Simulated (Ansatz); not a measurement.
This geometry of CH6OSi + H (10 atoms, charge 0, multiplicity 2) is a first-order saddle point.

Level of theory: Ansatz 0.2.0, UKS BLYP-D4/def2-SVP.

```xyz
10
Properties=species:S:1:pos:R:3
H -0.278 0.732 -1.510
C 0.202 -0.418 -1.156
O -0.362 -0.838 0.043
Si -0.084 -0.102 1.545
H -0.671 1.676 -1.758
H -0.082 -1.094 -1.986
H 1.301 -0.239 -1.117
H -0.660 1.283 1.577
H 1.394 -0.026 1.814
H -0.760 -0.974 2.549
```

Task: Which two structures does it join? (They come from a converged band through this point; their orientation in space is the band's.)

Result: Bonds broken: H1–C2. Bonds formed: H1–H5. CH6OSi + H becomes CH5OSi + H2.

Image 0:

```xyz
10
Properties=species:S:1:pos:R:3
H -0.198 0.561 -1.433
C 0.214 -0.462 -1.177
O -0.280 -0.933 0.062
Si -0.079 -0.102 1.515
H -0.796 2.075 -1.640
H -0.103 -1.158 -1.981
H 1.326 -0.380 -1.192
H -0.697 1.268 1.434
H 1.379 0.053 1.855
H -0.764 -0.923 2.557
```

Image 6:

```xyz
10
Properties=species:S:1:pos:R:3
H -0.594 1.571 -2.166
C 0.272 -0.714 -0.944
O -0.294 -1.070 0.246
Si -0.014 -0.280 1.727
H -0.757 2.214 -2.558
H -0.043 -1.318 -1.808
H 1.248 -0.196 -0.943
H -0.592 1.104 1.701
H 1.464 -0.195 1.985
H -0.689 -1.118 2.760
```

Task: How far does it lie above each of them?

Result: 0.6 kcal/mol above the first and 8.5 kcal/mol above the second. This is the barrier of this one path; another mechanism may lie lower.

Run time: 2.2 min on 2 threads of Intel(R) Xeon(R) Platinum 8488C (Sapphire Rapids), with other jobs on the host, peak memory 0.16 GiB.
